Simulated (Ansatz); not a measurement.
## [OH···H···GeH3], doublet along the distance O1-H3

Starting geometry:

```yaml
atoms:
  - { symbol: O, position_ang: [-2.6179, -0.0100, 0.0000] }
  - { symbol: H, position_ang: [-2.8672, 0.9166, 0.0000] }
  - { symbol: H, position_ang: [-1.6584, -0.0100, 0.0000] }
  - { symbol: Ge, position_ang: [0.5951, -0.0100, 0.0000] }
  - { symbol: H, position_ang: [1.0638, -1.4759, 0.0000] }
  - { symbol: H, position_ang: [1.0638, 0.7230, -1.2695] }
  - { symbol: H, position_ang: [1.0638, 0.7230, 1.2695] }
```

From there atom H3 is moved from one fragment to the other while all else, the fragments' distance too, stays fixed, so the hump isn't the reaction's barrier; atoms are numbered as listed. Energies are in kJ/mol, counted from the starting geometry at the same level. Kohn–Sham curves are unrestricted where that lies lower.

Basis cc-pVDZ; Ansatz 0.2.0. Only valence electrons are correlated (noble-gas cores and the filled d shells of p-block atoms frozen). R marks a restricted (for open shells ROHF) determinant, U an unrestricted one. No spin–orbit coupling is included, and no scalar relativity.

Full CI isn't at hand for all of this; UCCSDT(Q) serves as the reference, and is uncertain by the last step of the cluster series or more. The frozen core follows each run's orbitals, which can shift R against U totals by a few meV for light atoms and by up to 0.1 eV past Ca.

```json
{"distance O1-H3 (Å)": "0.960", "UCCSDT(Q)": "0.0", "curve A": "0.0", "curve B": "0.0", "curve C": "0.0", "curve D": "0.0"}
{"distance O1-H3 (Å)": "1.063", "UCCSDT(Q)": "17.9", "curve A": "19.3", "curve B": "15.3", "curve C": "14.5", "curve D": "18.1"}
{"distance O1-H3 (Å)": "1.270", "UCCSDT(Q)": "96.6", "curve A": "102.0", "curve B": "88.4", "curve C": "82.7", "curve D": "97.2"}
{"distance O1-H3 (Å)": "1.476", "UCCSDT(Q)": "129.6", "curve A": "132.1", "curve B": "121.7", "curve C": "111.1", "curve D": "129.4"}
{"distance O1-H3 (Å)": "1.683", "UCCSDT(Q)": "124.2", "curve A": "122.2", "curve B": "121.9", "curve C": "112.4", "curve D": "123.4"}
```

Task: The curves come from B2PLYP, RCCSD, RCCSDT, RPA-PBE. Compare each with UCCSDT(Q) and say which is which.

Result: A: RCCSD, B: B2PLYP, C: RPA-PBE, D: RCCSDT. Spread of the error against UCCSDT(Q), over the points where both stand: A 7.4, B 8.2, C 18.5, D 1.4 kJ/mol. 

In so small a basis the reference is far from its limit. A double hybrid takes much of its correlation from a semilocal functional, which needs less basis, so its difference from the reference holds the reference's basis and frozen-core error beside its own.
